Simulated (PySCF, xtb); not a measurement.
acetamide (C2H5NO), SMILES CC(N)=O.

xtb with GFN2-xTB at its own geometry gives an orbital gap of 5.20 eV and a dipole moment of 4.38 D.

Geometry: PBE-D3(BJ)/def2-SVP. The geometry has at least one imaginary mode, so it is a saddle point at that level. Other conformers were not sampled.

### Question
What does PBE0/def2-TZVPD (PySCF) give? (Estimate from the structure and the level; the computed values follow.)

### Answer
gap 7.43 eV (levels -7.41 and 0.02 eV), dipole 3.95 D.
